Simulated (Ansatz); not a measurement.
# One structure, 3 elements: LiF, NaF, KF

Plane-wave DFT in Ansatz with scalar-relativistic PAW potentials, cutoff 500 eV, Γ-centred meshes chosen by cell and gap, Gaussian smearing with energies taken to zero width. Every cell was relaxed (cell and atoms) in a run of its own, within the symmetry of its start. Functional: r2SCAN.

All members share space group Fm-3m and the same sites; only the element on one set of sites changes (Li, Na, K). Members needn't be the stable form of their composition. Energies over the elements, where given, are against the elements' standard states in the same functional (H₂, N₂, O₂ and halogens uncorrected, Hg as a solid). The first member:

Space group Fm-3m (No. 225). a = 3.990 Å, b = 3.990 Å, c = 3.990 Å, α = 90.00°, β = 90.00°, γ = 90.00°
```csv
atom,site,symmetry,x,y,z
Li,4a,m-3m,0.0000,0.0000,0.0000
F,4b,m-3m,0.5000,0.0000,0.0000
```

Problem. How do size, gap and binding change down the group?

Solution.
| compound | V (Å³/atom) | a (Å) | gap on mesh (eV) | energy over elements (eV/atom) |
| --- | --- | --- | --- | --- |
| LiF | 7.94 | 3.990 | 10.33 | -3.171 |
| NaF | 12.12 | 4.594 | 7.28 | -2.951 |
| KF | 18.79 | 5.317 | 6.91 | -2.929 |

Over the series the volume grows at each step down the group; the gap narrows; binding against the elements weakens.